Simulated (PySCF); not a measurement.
[S3]2- (charge -2).
Structure used (PBE0-D3(BJ)/def2-SVP), in Å, numbered top down from 1:
```
atom  x, y, z in Å
S1     0.734   -0.154    1.702
S2    -0.404    0.626    0.067
S3    -0.330   -0.472   -1.769
```

Theory: PySCF 2.14.0, PBE0-D3(BJ)/def2-SVP geometry optimisation, gas phase.

Take the most abundant isotopes and a rigid rotor. 

Give the principal moments of inertia and the rotational constants in MHz.

Ia = 26.82, Ib = 212.28, Ic = 239.10 u·Å²; 505379 MHz·u·Å²/I gives A = 18844, B = 2381, C = 2114 MHz.

Classify the top.

A near-prolate asymmetric top. Ray's parameter κ = (2B − A − C)/(A − C) = -0.968; −1 is the prolate and +1 the oblate limit.

The dipole components (about the centre of mass, as the species is charged) are |μa| = 0.00 D, |μb| = 1.52 D, |μc| = 0.00 D. The nuclei that the symmetry axis exchanges have no spin, so part of the rotational levels is missing.

No frequency check. Whether so highly charged an anion holds all its electrons in the gas phase wasn't checked; a finite basis holds them in any case. The ion is multiply charged and computed without counter-ions or solvent. These are rigid-rotor constants of the computed structure; measured ground-state constants (B0) also hold zero-point vibration.

Time: 8.1 s wall, 4.1 s CPU. Hardware: Arm Neoverse V2, one thread (shared host). This is the geometry optimisation.
